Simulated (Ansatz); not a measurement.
## Zinc-blende HgTe

All values below come from r²SCAN (plane waves, PAW; Ansatz, a quantum-chemistry and plane-wave program).

Settings: plane-wave cutoff 600 eV, 20×20×20 k mesh, Fermi–Dirac smearing 0.05 eV, scalar-relativistic PAW data made under PBE.

Cell: measured lattice: a = 6.453 Å, b = 6.453 Å, c = 6.453 Å, α = 90.00°, β = 90.00°, γ = 90.00°.

* **elastic constant C11**: 61.7 GPa
* **elastic constant C12**: 48.0 GPa
* **elastic constant C44**: 19.5 GPa
* **Voigt–Reuss–Hill bulk modulus**: 52.6 GPa
* **Voigt–Reuss–Hill shear modulus (Hill average)**: 12.8 GPa

Measured, for comparison: elastic constant C11 53.6 GPa, elastic constant C12 36.6 GPa, elastic constant C44 21.2 GPa (temperature not stated, not corrected to a static lattice; as tabulated in Oses et al. (2018), arXiv:1811.08464). Computed (rounded) less measured: elastic constant C11 +15 %, elastic constant C12 +31 %, elastic constant C44 -8 %.

Note: the solid has no gap at this level, which affects its response; the cell isn't this level's own, so it is under some stress, which shifts stiffness and frequencies.

Elastic constants are with the ions relaxed.

Spin–orbit coupling is not included; it can shift volumes and moduli of such heavy elements.

Cost on a shared machine: about 80 core-minutes (a rough figure).
